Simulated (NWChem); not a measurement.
## A convergence study on CH4Si (SMILES C[SiH])

CH4Si: 6 atoms, total charge 0, spin state singlet. SMILES: `C[SiH]`. Geometry: relaxed at PBE0-D4/def2-TZVP.

| atom | x (Å) | y (Å) | z (Å) |
| --- | --- | --- | --- |
| C | -0.0935 | -0.3660 | -0.3703 |
| Si | 0.9173 | 0.2098 | 1.1223 |
| H | -1.1569 | -0.4101 | -0.1022 |
| H | 0.2150 | -1.3356 | -0.7630 |
| H | -0.0240 | 0.3820 | -1.1708 |
| H | 0.1422 | 1.5200 | 1.2840 |

Program: NWChem 7.3.0. Method: CAM-B3LYP/cc-pVDZ. Swept: integration grid. Watched: the total energy. Each run: energy and properties. Hardware: 1 thread of Intel Xeon Platinum 8375C at 2.90GHz (Ice Lake), shared host.

The last row is the best point of the sweep, not the limit.

Task: The candidates, from coarse to fine: lebedev 20 3; lebedev 35 6; lebedev 50 8; lebedev 75 11; lebedev 99 14; lebedev 150 18. Estimate which is the coarsest that holds the total energy within 0.01 mEh of the last.

Result: lebedev 75 11: it is 0.001 mEh off and takes 12 s, against 27 s for lebedev 150 18.

| integration grid | energy (Eh) | from the best (mEh) | wall time |
| --- | --- | --- | --- |
| lebedev 20 3 | -321.546274 | +8362.673 | 10 s |
| lebedev 35 6 | -329.908971 | -0.024 | 11 s |
| lebedev 50 8 | -329.908968 | -0.021 | 11 s |
| lebedev 75 11 | -329.908949 | -0.001 | 12 s |
| lebedev 99 14 | -329.908947 | 0.000 | 15 s |
| lebedev 150 18 | -329.908947 | 0.000 | 27 s |
